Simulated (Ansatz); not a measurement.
The same path of C2H7NS (11 atoms, charge 0, multiplicity 1) was run 3 times with different band settings. The coordinate that changes most is the dihedral N1–C2–C3–H9.

Level of theory: Ansatz, RKS r2SCAN-D4/def2-SVP.

Relaxed end points:

```xyz
11
Properties=species:S:1:pos:R:3
N -0.351 1.395 -0.566
C -0.263 0.460 0.539
C 0.829 -0.568 0.284
S 0.515 -1.633 -1.176
H -0.551 0.869 -1.420
H -1.136 2.031 -0.430
H 0.006 1.014 1.458
H -1.207 -0.087 0.773
H 1.773 -0.052 0.045
H 1.000 -1.202 1.167
H -0.551 -2.283 -0.654
```

```xyz
11
Properties=species:S:1:pos:R:3
N -1.273 0.216 -0.375
C -0.169 0.458 0.542
C 0.978 -0.510 0.274
S 1.643 -0.348 -1.421
H -1.777 -0.631 -0.113
H -1.947 0.978 -0.345
H 0.194 1.487 0.381
H -0.446 0.376 1.617
H 1.813 -0.312 0.963
H 0.648 -1.550 0.451
H 0.402 -0.221 -1.955
```

Common settings: climbing image yes; optimiser quadratic models (default); start path IDPP; force threshold 0.05 eV/Å; end points relaxed.

| run | movable images | spring | iteration limit |
| --- | --- | --- | --- |
| 1 | 9 | 5.0 eV/Å² | 38 |
| 2 | 9 | 0.1 eV/Å² | 42 |
| 3 | 3 | 5.0 eV/Å² | 60 |

Question: What does each run give, and how far can it be trusted?

Answer: Run 1: converged after 6 iterations, highest image 0.387 eV above the first end. A vibrational analysis at the climbing image gives one clearly imaginary mode, 217i cm⁻¹: a first-order saddle point.
Run 2: converged after 6 iterations, highest image 0.387 eV above the first end. Another band between the same ends (9 images) ends at a top of the same energy, where a vibrational analysis finds 1 clearly imaginary mode.
Run 3: converged after 5 iterations, highest image 0.387 eV above the first end. Another band between the same ends (9 images) ends at a top of the same energy, where a vibrational analysis finds 1 clearly imaginary mode. So few images can step over the top or miss a turn of the path.
